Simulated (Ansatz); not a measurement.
Reaction (atomization): `C/N=C(/S)Cl` → 2 C• + Cl• + 4 H• + N• + S•

Computed with Ansatz on PBE0-D4/def2-TZVP structures; ΔE is electronic, products minus reactants. CCSD(T)/CBS is the MP2 limit (def2-TZVPP, def2-QZVPP) plus CCSD(T) − MP2 in def2-TZVPP, frozen cores. This one scheme is used for every species, atoms too. For atomizations the MP2-based limit and the directly extrapolated one differ by several kJ/mol either way, and by 10 to 25 for some Ge, Se and Sn compounds, so smaller differences from it don't rank the levels. Functionals use def2-TZVPP. No spin–orbit coupling; open shells (•) take unrestricted orbitals. Spin–orbit coupling would lower the free atoms: a little for C, Cl, S. One conformer a species, not always the lowest.

`C/N=C(/S)Cl`:

Cartesian coordinates in Å:
```
C -1.054 0.785 -0.486
N 0.217 0.123 -0.438
C 0.603 -0.574 0.514
S 2.148 -1.392 0.600
Cl -0.308 -0.901 1.996
H -1.668 0.620 0.404
H -1.598 0.437 -1.368
H -0.888 1.857 -0.615
H 2.549 -0.955 -0.607
```

Task: What is ΔE at CCSD(T)/CBS? (An estimate is asked.)

Result: Ansatz gave: +3243.4 kJ/mol.

Task: What do these levels give: B2PLYP, PBE, CAM-B3LYP, MP2/def2-TZVPP, HF/def2-QZVPP, MP2/CBS(def2)? (An estimate is asked.)

Result: Computed: B2PLYP 3215.0, PBE 3376.3, CAM-B3LYP 3238.1, MP2/def2-TZVPP 3222.3, HF/def2-QZVPP 2176.5, MP2/CBS(def2) 3326.9 kJ/mol.

Largest T1 diagnostic among the species: 0.013.

The D4 term adds +35.9 kJ/mol with B3LYP and +18.6 kJ/mol with PBE0; it sums over pairs of atoms, weighted by their polarisabilities, and B3LYP, whose exchange is more repulsive, gets the larger term. Leaving LDA and LC-ωPBE aside and taking each functional with its dispersion term where it has one, the values, not all of them listed here, spread over 283.7 kJ/mol, from BHLYP-D4 to PBE-D4. LDA lies +475.1 kJ/mol from PBE without D4, its usual overbinding. From BLYP to BHLYP (50 % exact exchange), in def2-TZVPP and without D4, ΔE moves by −149.7 kJ/mol: exact exchange takes away binding that semilocal exchange gives to molecules.

B3LYP here is the variant with VWN-RPA as its local correlation; programs differ in this.
